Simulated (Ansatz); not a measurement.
The same path of C2H4OS (8 atoms, charge 0, multiplicity 1) was run twice with different band settings. Lost on the way: C3–H8. Made: S4–H8.

Level of theory: RKS PBE/def2-SVP (Ansatz 0.2.0).

Relaxed end points:

```xyz
8
Properties=species:S:1:pos:R:3
C 0.059 1.082 0.025
O 0.419 -0.176 0.601
C -0.006 -1.302 0.010
S 0.299 -2.799 0.574
H 0.980 1.684 -0.101
H -0.437 0.951 -0.960
H -0.629 1.613 0.715
H -0.593 -1.110 -0.921
```

```xyz
8
Properties=species:S:1:pos:R:3
C 0.113 1.366 0.121
O 0.288 -0.014 0.487
C -0.205 -0.895 -0.368
S 0.131 -2.497 0.309
H 1.116 1.835 0.069
H -0.405 1.428 -0.857
H -0.482 1.860 0.914
H -0.463 -3.141 -0.732
```

Common settings: movable images 5; climbing image yes; spring 5.0 eV/Å²; optimiser quadratic models (default); start path through a guess of the saddle point; force threshold 0.05 eV/Å; end points relaxed.

| run | iteration limit |
| --- | --- |
| 1 | 60 |
| 2 | 10 |

**Question.** What does each run give, and how far can it be trusted?

**Answer.** Run 1: converged after 32 iterations, highest image 2.765 eV above the first end. Neighbouring images differ by up to 1.3 eV, so the band resolves the path poorly. A vibrational analysis at the climbing image gives one clearly imaginary mode, 1439i cm⁻¹: a first-order saddle point.
Run 2: not converged after 10 iterations, highest image 2.785 eV above the first end. The band didn't meet its force threshold, so its energies are provisional: the largest band force was still 2.56 eV/Å, and over the last iterations the top moved between 2.60 and 2.82 eV.
The orbitals stay closed-shell, which can raise the energy where a bond breaks towards radicals; this wasn't checked here.
